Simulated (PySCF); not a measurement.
Species: C₄H₈N₂ (charge +1 and doublet state).
Z-matrix (Å and degrees, GFN2-xTB geometry), rows numbered from 1:
```
N 
C   1  1.1408
C   2  1.4400  1  174.51
C   3  1.5273  2  110.92  1    30.23
C   4  1.5293  3  112.38  2   -59.34
N   5  1.3944  4  114.21  3   175.81
H   3  1.0942  2  107.55  1   150.79
H   3  1.0940  2  107.97  1   -92.35
H   4  1.0949  3  108.43  2  -178.95
H   4  1.0932  3  109.84  2    63.88
H   5  1.0998  4  112.60  3   -58.27
H   5  1.1175  4  105.65  3    54.74
H   6  1.0095  5  120.86  4   -29.40
H   6  1.0085  5  121.05  4   157.52
```

The hyperfine couplings belong to this conformer and change with its torsions.

The species is `N#CCCC[NH2+]` [radical] (charge +1).

Method used: UKS B3LYP, pcH-1 on C H N, non-relativistic, mean-field spin-orbit, GIAO in PySCF. The structure is a single GFN2-xTB conformer in the gas phase; no vibrational or solvent corrections. Couplings are sensitive to structure, and on GFN2-xTB geometries they can be far from those on DFT ones, by a factor of two or more for some ions and for spin on atoms past the first row. No stability test was run, so a lower SCF solution isn't excluded.

**Question.** Match the computed a_iso(14N) values +35.0, +1.1 MHz with the sites N1; N6.

**Answer.** 
```json
{"site": "N1", "a_iso (MHz)": "+1.1", "ρ(0) (bohr⁻³)": "+0.0033", "position": "5 bonds from N6", "distance from N6 (Å)": "4.76", "spin population": "+0.05", "largest |T| (MHz)": "5.0"}
{"site": "N6", "a_iso (MHz)": "+35.0", "ρ(0) (bohr⁻³)": "+0.1083", "position": "largest spin population", "distance from N6 (Å)": "0.00", "spin population": "+0.80", "largest |T| (MHz)": "76.0"}
```

ρ(0) is the spin density at the nucleus and T the dipolar tensor; entries for several nuclei are means. The largest Mulliken spin populations are on N6 (+0.80) and H12 (+0.13). No atom but N6 exceeds +0.15. The angles at N6 add up to 359.7°, so it is planar; its axial dipolar tensor and the negative couplings of its protons fit spin in a p orbital normal to that plane.

β density exceeds α density at some nuclei, such as C5 (-0.0313), H13 (-0.0129) and H14 (-0.0127), spin density in bohr⁻³. In a single determinant that takes different orbitals for the two spins, that is spin polarisation.

Class means assume fast exchange of nuclei equivalent by connectivity; if that motion is slow, each nucleus keeps its own coupling. H13 and H14 aren't averaged: N6 is flat or nearly so (angle sum 360°), and its turn about the short N6–C5 bond (1.39 Å) is taken as slow. The 1H value of +226.5 MHz is a mean of couplings from 89.9 to 363.1 MHz in this one geometry, not an average over conformers. The 1H value of +9.7 MHz is a mean of couplings from 0.3 to 19.2 MHz in this one geometry, not an average over conformers.
